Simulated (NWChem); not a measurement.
nitrogen (N₂); SMILES N#N

Results from NWChem. Coordinates come from a PBE0/def2-SVP optimisation.

Problem. Predict the results for B3LYP/def2-SVPD. Quantities: highest occupied level (eV); orbital gap (eV).

Solution. The highest occupied level (eV) is -11.91 and the orbital gap (eV) comes out as 11.03.
